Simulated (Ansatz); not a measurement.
# SiNHO (singlet): from a generated start to a stationary point

Where does this start of SiNHO (singlet) end when it is relaxed?

The runs use Ansatz 0.2.0, Gaussian basis; RKS PBE0/def2-TZVP.

## 1. The system as given

4 atoms, charge 0, spin multiplicity 1.

Atoms are counted from 1 here; the program's logs count them from 0.

Bond lengths: N1–Si2 1.555 Å, Si2–O3 1.581 Å, O3–H4 0.952 Å. Angles: N1–Si2–O3 175.1°, Si2–O3–H4 135.2°.

Geometry (Å):

```xyz
4
charge 0, multiplicity 1
N    -2.13064   -0.18198   -0.00194
Si   -0.57728   -0.11145   -0.00110
O     1.00288   -0.17469   -0.00088
H     1.70504    0.46813    0.00391
```

The start was built by rule and, where that kept it together, relaxed with GFN2-xTB. Sticks and bond lists go by distance. 

## 2. The run

Contents of in.yaml:

```yaml
crystal:
  periodic: [false, false, false]
  atoms:
    - {symbol: N, position_ang: [-2.130644, -0.181984, -0.001938]}
    - {symbol: Si, position_ang: [-0.577278, -0.111453, -0.001099]}
    - {symbol: O, position_ang: [1.002883, -0.174693, -0.000876]}
    - {symbol: H, position_ang: [1.705038, 0.468130, 0.003913]}
basis:
  gaussian: {orbitals: def2-TZVP}
hamiltonian: {xc: pbe0}
relax: {f_tol: 0.004, max_steps: 80}
```

Run with:

```console
$ ansatz run in.yaml --threads 1 --pin off --events-out ev --progress --plain --max-ram 2176MiB
```

Q: Predict the outcome of this session. Wanted: energy gained; shift from the start; total energy; dipole moment.

**Answer**, as computed:

```
                  quantity           value
                     steps               8
             energy gained        0.046 eV
shift from the start (rms)         0.095 Å
              total energy  -11422.7033 eV
             dipole moment          5.42 D
```

What this shows: The bonds of the start are those of the end. Si2–O3 went from 1.581 to 1.616 Å. No vibrations were run, so this is a stationary point, not a proven minimum, and this spin need not be the ground state's.
